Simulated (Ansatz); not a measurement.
# BNH3 (quartet): from Hartree-Fock to the top rungs at distance B1–H4 along a hydrogen transfer = 1.621 Å, cc-pVDZ

How much of the correlation energy of BNH3 (quartet) does each wave-function method recover here?

The runs use Ansatz 0.2.0, Gaussian basis; cc-pVDZ, correlated electrons: outside noble gas.

Plan: UHF; CCSD(T) on ROHF; CCSD(T) on UHF; BCCD(T) on ROHF; CISD; CCSDT(Q) on ROHF; CCSDT(Q) on UHF; CASSCF and MRCISD+Q, 5 electrons in 5 orbitals; CASSCF and NEVPT2, 5 electrons in 5 orbitals.

**1. The geometry**

The geometry derives from fragments relaxed apart (PBE0/def2-TZVP) and kept rigid, so it is no stationary point. A hydrogen atom is moved between rigid fragments.

5 atoms, charge 0, spin multiplicity 4.

Atoms are counted from 1 here; the program's logs count them from 0.

Bond lengths: B1–H2 1.193 Å, B1–H3 1.193 Å, H4–N5 1.211 Å. Angles: H2–B1–H3 120.0°.

As a file:

```xyz
5
BH3N
B    -1.44022    0.00000    0.00000
H    -2.03695    1.03357    0.00000
H    -2.03695   -1.03357    0.00000
H     0.18078    0.00000    0.00000
N     1.39178    0.00000    0.00000
```

In the tables R marks a restricted open-shell determinant and U an unrestricted one; 'pair' is the active space of 5 electrons in 5 orbitals; correlation energies count from the lowest restricted Hartree-Fock solution.

**2. UHF**

in.yaml

```yaml
crystal:
  periodic: [false, false, false]
  atoms:
    - {symbol: B, position_ang: [-1.440220, 0.000000, 0.000000]}
    - {symbol: H, position_ang: [-2.036953, 1.033571, 0.000000]}
    - {symbol: H, position_ang: [-2.036953, -1.033571, 0.000000]}
    - {symbol: H, position_ang: [0.180780, 0.000000, 0.000000]}
    - {symbol: N, position_ang: [1.391780, 0.000000, 0.000000]}
basis:
  gaussian: {orbitals: cc-pVDZ}
magnetization: {spin_polarized: true, initial_magnetization: 3}
hamiltonian: {xc: hf}
output: {orbitals: {seedname: orbitals}}
```

The run is started by

```bash
> ansatz run in.yaml --threads 1 --pin off --events-out ev --progress --plain --max-ram 2393MiB
```

After this run come: CCSD(T) on ROHF; CCSD(T) on UHF; BCCD(T) on ROHF; CISD; CCSDT(Q) on ROHF; CCSDT(Q) on UHF; CASSCF and MRCISD+Q, 5 electrons in 5 orbitals; CASSCF and NEVPT2, 5 electrons in 5 orbitals.

**Question.** What will the summary of the whole plan be? Wanted: correlation energy, UCCSDT(Q); RMP2 from UCCSDT(Q); UMP2 from UCCSDT(Q); RCCSD from UCCSDT(Q); RCCSD(T) from UCCSDT(Q); UCCSD(T) from UCCSDT(Q); RCCSDT(Q) from UCCSDT(Q); NEVPT2 pair from UCCSDT(Q); MRCISD+Q pair from UCCSDT(Q).

The runs gave:

| quantity | value |
| --- | --- |
| correlation energy, UCCSDT(Q) | -6.6253 eV |
| RMP2 from UCCSDT(Q) | +117.6 kJ/mol |
| UMP2 from UCCSDT(Q) | +124.2 kJ/mol |
| RCCSD from UCCSDT(Q) | +14.6 kJ/mol |
| RCCSD(T) from UCCSDT(Q) | +3.1 kJ/mol |
| UCCSD(T) from UCCSDT(Q) | +3.0 kJ/mol |
| RCCSDT(Q) from UCCSDT(Q) | +0.2 kJ/mol |
| NEVPT2 pair from UCCSDT(Q) | +112.8 kJ/mol |
| MRCISD+Q pair from UCCSDT(Q) | +2.4 kJ/mol |
| levels of the table within 1 kcal/mol (43 meV) | RCCSD(T), UCCSD(T), BCCD(T), RCCSDT, UCCSDT, RCCSDT(Q), MRCISD+Q pair |
| T1 diagnostic | 0.024 |

**Reading.** RCCSD(T) lands +3.1 kJ/mol from the yardstick (0.5 % of the correlation energy). Of the multireference levels listed MRCISD+Q pair comes nearest in total energy (+2.4 kJ/mol), which doesn't show that its space is the better one. These misses are within one basis, not against nature; the frozen cores of restricted and unrestricted runs differ, which can shift their rows.
